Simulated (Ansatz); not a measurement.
C4H3FS, SMILES C=C1C=C(F)S1, a single point from an input written key by key

Computed with Ansatz's Python interface.

Input file `c4h3fs.yaml`:
```yaml
crystal:
  periodic: [false, false, false]
  atoms:
    - { symbol: C, position_ang: [0.7489, -1.6353, 0.1262] }
    - { symbol: C, position_ang: [0.3414, -0.324, -0.0726] }
    - { symbol: C, position_ang: [-0.8729, 0.4477, 0.2219] }
    - { symbol: C, position_ang: [-0.3153, 1.6255, -0.276] }
    - { symbol: F, position_ang: [-0.957, 2.8252, -0.3696] }
    - { symbol: S, position_ang: [1.1534, 1.0391, -0.7832] }
    - { symbol: H, position_ang: [1.699, -1.9428, -0.2074] }
    - { symbol: H, position_ang: [0.064, -2.2726, 0.5873] }
    - { symbol: H, position_ang: [-1.7729, 0.1908, 0.7563] }
basis:
  gaussian: { orbitals: def2-SVP }
hamiltonian:
  xc: pbe0
```

The cells in order, each with its output:

**Cell 1**
```python
import ansatz as az
```

**Cell 2**
```python
session = az.Session.from_deck('c4h3fs.yaml')
summary = session.plan(threads=1).execute().report

print(f'E = {summary["free_energy_ev"]:.6f} eV = {summary["free_energy_ev"] / 27.211386246:.7f} Ha')
print('converged:', summary['converged'], ' doubts:', summary['published_state_doubts'] or 'none')
symbols = ['C', 'C', 'C', 'C', 'F', 'S', 'H', 'H', 'H']
field = summary['mean_field']
print('<S^2> =', round(abs(field['state']['spin_squared']), 4), ' all-electron relativity setting:', field['relativity'])
print('passes:', field['passes'])
if 'symmetry' in field:
    print('occupied orbitals by irrep:', field['symmetry']['occupied'])
```
Output:
```text
E = -17726.234014 eV = -651.4270848 Ha
converged: True  doubts: none
<S^2> = 0.0  all-electron relativity setting: none
passes: {'evaluations': 16, 'products': 13}
occupied orbitals by irrep: [{'A': 26}, {'A': 26}]
```

Caveats:
- Total energies depend on the basis set; only differences at equal settings carry meaning.
- The geometry is a force-field or estimated start, not a minimum of this method, and the basis set is short of its limit.
- Run time: 3.1 s on 1 thread of Arm Neoverse V1, with other jobs on the host, peak memory 0.23 GiB.
